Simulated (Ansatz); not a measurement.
# CHNS3: the cost of one run

All numbers are computed with Ansatz 0.2.0, driven from Python. The levels of theory stand in the script.

## (1) The system

Bond lengths: N1–C2 1.228 Å, C2–S3 1.698 Å, S3–S4 2.006 Å, C2–S5 1.731 Å, S4–S5 2.006 Å, N1–H6 1.012 Å. Angles: N1–C2–S3 129.2°, N1–C2–S5 132.8°, S3–C2–S5 97.8°, C2–N1–H6 113.4°, C2–S3–S4 80.4°, S3–S4–S5 80.2°, C2–S5–S4 79.6°.

No structure file is read: the coordinates are typed or built in the script.

## (2) The code

File chns3.py:

```python
# -*- coding: utf-8 -*-
"""CHNS3 at several levels of theory."""

from pathlib import Path
import logging
import sys

import ansatz as az
from ase import Atoms
import numpy as np

logging.basicConfig(stream=sys.stdout, format="%(name)s: %(message)s")
log = logging.getLogger("chns3")
log.setLevel(logging.INFO)


def main():
    atoms = Atoms(["N", "C", "S", "S", "S", "H"], positions=[
        [-0.4564, 1.3087, 0.5438],
        [0.0575, 0.3339, 0.0026],
        [0.4673, -1.173, 0.6695],
        [-0.0179, -1.7505, -1.1895],
        [0.7128, 0.0766, -1.5788],
        [-0.7212, 1.1403, 1.5062],
    ])
    system = az.Crystal.molecule_from_ase(atoms)

    calc = system.calculation().basis(gaussian="def2-SVP")

    log.info("functional    E (Ha)        dipole (D)   HOMO (eV)  LUMO (eV)")
    for name in ["pbe", "hf", "revpbe", "pbe0", "blyp"]:
        report = calc.functional(name).forces().orbitals().run(threads=1, backend="cpu", runs_dir="runs").report
        lines = Path(report["orbitals_path"]).read_text().splitlines()
        field_of = lambda key: [line.split("=")[1].strip() for line in lines if line.startswith(key)]
        orbitals = [(27.211386 * float(e), s, float(n)) for e, s, n in zip(field_of("Ene="), field_of("Spin="), field_of("Occup="))]
        homo = max(e for e, _, n in orbitals if n > 0.5)
        lumo = min(e for e, _, n in orbitals if n < 0.5)
        dipole = 4.803205 * np.linalg.norm(report["charge_distribution"]["dipole_moment_e_ang"])
        log.info(f"{name:10s} {report['free_energy_ev'] / 27.211386246:14.6f} {dipole:9.3f} {homo:11.3f} {lumo:10.3f}")


if __name__ == "__main__":
    main()
```

## (3) The input behind the calls

The engine receives this input (first run):

```yaml
crystal:
  periodic: [false, false, false]
  atoms:
    - { symbol: "N", position_ang: [-0.4564, 1.3087, 0.5438] }
    - { symbol: C, position_ang: [0.0575, 0.3339, 0.0026] }
    - { symbol: S, position_ang: [0.4673, -1.173, 0.6695] }
    - { symbol: S, position_ang: [-0.0179, -1.7505, -1.1895] }
    - { symbol: S, position_ang: [0.7128, 0.0766, -1.5788] }
    - { symbol: H, position_ang: [-0.7212, 1.1403, 1.5062] }
basis:
  gaussian:
    orbitals: def2-SVP
hamiltonian:
  xc: pbe
output:
  orbitals: {}
  forces: true
```

## (4) Launch

Launch:

```sh
python chns3.py
```

Q: Estimate wall time and peak memory on 1 thread of Arm Neoverse V1, shared host.

About 13 s, with a peak of 0.24 GiB.
